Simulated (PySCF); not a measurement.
**Complexes of methanethiol**

Gas-phase complexes of methanethiol, each in one structure from a short search with a few starts, optimised by PBE0-D3(BJ)/def2-SVPD; other ways of binding may lie lower. Energies in kcal/mol, wB97M-D3(BJ)/def2-TZVPD, counterpoise-corrected (PySCF): interaction is complex less parts frozen as they stand in it, binding adds what it costs to deform them. Contacts are written partner···methanethiol; electrostatic, Pauli and orbital are terms of the uncorrected same energy, whose rest is dispersion or correlation.

No frequency run checks that these structures are minima. 1 further partner within 0.25 kcal/mol of a listed one is not ranked.

Q: Order these partners of methanethiol by binding energy, strongest first: alane, ammonia, ammonium, silane, phosphine.

A: alane (-18.1), ammonium (-17.3), ammonia (-2.6), phosphine (-2.1), silane (-1.0).
```json
{"partner": "alane", "contact": "Al···S", "distance (Å)": "2.50", "binding": "-18.1", "interaction": "-20.8", "electrostatic": "-35.3", "Pauli": "41.7", "orbital": "-25.3"}
{"partner": "ammonium", "contact": "H···S", "distance (Å)": "2.06", "binding": "-17.3", "interaction": "-19.0", "electrostatic": "-17.7", "Pauli": "20.0", "orbital": "-20.0"}
{"partner": "ammonia", "contact": "N···H", "distance (Å)": "2.13", "binding": "-2.6", "interaction": "-2.8", "electrostatic": "-7.3", "Pauli": "9.2", "orbital": "-3.9"}
{"partner": "phosphine", "contact": "P···S", "distance (Å)": "3.52", "binding": "-2.1", "interaction": "-2.1", "electrostatic": "-3.8", "Pauli": "4.7", "orbital": "-1.5"}
{"partner": "silane", "contact": "Si···H", "distance (Å)": "3.22", "binding": "-1.0", "interaction": "-1.0", "electrostatic": "-0.6", "Pauli": "1.2", "orbital": "-0.4"}
```
